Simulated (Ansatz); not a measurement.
# Molecular dynamics, step by step

C2H4NO (SMILES C=N[CH+]O) (charge +1), closed shell, PBE0-D4/def2-SVP (Ansatz 0.2.0). Settings (timestep in fs, temperature in K; T counts 18 degrees of freedom):

```yaml
hamiltonian: {xc: pbe0, dispersion: d4}
md: {n_steps: 30, timestep: 0.5, temperature: 100, ensemble: nve, seed: 129, initial_velocities: maxwell_boltzmann}
```

Start (the SMILES describes the start alone):

| atom | x (Å) | y (Å) | z (Å) |
| --- | --- | --- | --- |
| C1 | -0.1024 | 1.4995 | 0.0329 |
| N2 | 0.1141 | 0.2836 | -0.0521 |
| C3 | 0.3985 | -0.9329 | -0.2232 |
| O4 | -0.2453 | -1.9598 | 0.1849 |
| H5 | -0.6874 | 2.0179 | -0.7239 |
| H6 | 0.2792 | 2.0743 | 0.8740 |
| H7 | 1.3143 | -1.1680 | -0.7751 |
| H8 | -1.0710 | -1.8147 | 0.6825 |

```tsv
step	time (fs)	potential energy less the start (meV)	kinetic energy (meV)	T (K)
0	0.00	0.0	77.6	100
2	1.00	-0.8	78.4	101
4	2.00	3.6	74.1	96
6	3.00	9.0	68.7	89
8	4.00	14.8	62.8	81
10	5.00	21.8	55.9	72
12	6.00	27.4	50.3	65
14	7.00	29.6	48.1	62
16	8.00	30.3	47.4	61
18	9.00	32.1	45.6	59
20	10.00	33.3	44.5	57
22	11.00	31.0	46.7	60
24	12.00	26.6	51.0	66
26	13.00	24.7	52.9	68
28	14.00	27.7	50.0	64
30	15.00	31.1	46.7	60
```

Step 8, positions (Å) and forces (eV/Å):

| atom | x | y | z | Fx | Fy | Fz |
| --- | --- | --- | --- | --- | --- | --- |
| C1 | -0.108 | 1.504 | 0.034 | 0.124 | 0.931 | 0.280 |
| N2 | 0.108 | 0.276 | -0.044 | 0.294 | 0.085 | -0.156 |
| C3 | 0.419 | -0.942 | -0.234 | -0.513 | 0.173 | 0.247 |
| O4 | -0.251 | -1.955 | 0.187 | 0.029 | -0.513 | -0.009 |
| H5 | -0.688 | 2.056 | -0.735 | 0.017 | -0.392 | 0.039 |
| H6 | 0.283 | 2.146 | 0.872 | -0.148 | -0.709 | -0.342 |
| H7 | 1.321 | -1.211 | -0.801 | 0.083 | 0.162 | -0.005 |
| H8 | -1.073 | -1.796 | 0.684 | 0.113 | 0.263 | -0.054 |

Step 10, positions (Å) and forces (eV/Å):

```json
{"atom": "C1", "x": "-0.109", "y": "1.507", "z": "0.036", "Fx": "0.044", "Fy": "0.615", "Fz": "-0.027"}
{"atom": "N2", "x": "0.107", "y": "0.274", "z": "-0.042", "Fx": "0.342", "Fy": "0.354", "Fz": "-0.180"}
{"atom": "C3", "x": "0.423", "y": "-0.944", "z": "-0.236", "Fx": "-0.516", "Fy": "0.138", "Fz": "0.218"}
{"atom": "O4", "x": "-0.253", "y": "-1.955", "z": "0.187", "Fx": "0.453", "Fy": "-0.501", "Fz": "-0.262"}
{"atom": "H5", "x": "-0.690", "y": "2.061", "z": "-0.741", "Fx": "0.117", "Fy": "-0.507", "Fz": "0.194"}
{"atom": "H6", "x": "0.282", "y": "2.150", "z": "0.866", "Fx": "-0.104", "Fy": "-0.659", "Fz": "-0.226"}
{"atom": "H7", "x": "1.328", "y": "-1.219", "z": "-0.810", "Fx": "-0.113", "Fy": "0.247", "Fz": "0.131"}
{"atom": "H8", "x": "-1.066", "y": "-1.786", "z": "0.681", "Fx": "-0.223", "Fy": "0.312", "Fz": "0.153"}
```

Step 16, positions (Å) and forces (eV/Å):

```
atom       x       y       z      Fx      Fy      Fz
  C1  -0.113   1.517   0.038  -0.033  -1.134  -0.808
  N2   0.105   0.270  -0.037   0.453   0.891  -0.248
  C3   0.433  -0.949  -0.241  -0.775   0.277   0.316
  O4  -0.257  -1.955   0.188   0.464  -0.188  -0.258
  H5  -0.692   2.045  -0.748   0.002  -0.316   0.108
  H6   0.276   2.134   0.845   0.233   0.008   0.567
  H7   1.337  -1.230  -0.826  -0.264   0.312   0.253
  H8  -1.063  -1.738   0.681  -0.081   0.151   0.070
```

Last step (30):

C1  (-0.116, 1.507, 0.032)
N2  (0.112, 0.276, -0.032)
C3  (0.430, -0.948, -0.242)
O4  (-0.260, -1.956, 0.187)
H5  (-0.730, 1.975, -0.771)
H6  (0.296, 2.085, 0.902)
H7  (1.338, -1.182, -0.822)
H8  (-1.027, -1.633, 0.670)
(Å)

Hardware: 1 CPU thread of an Intel Xeon, shared host. Wall time about 58 s.
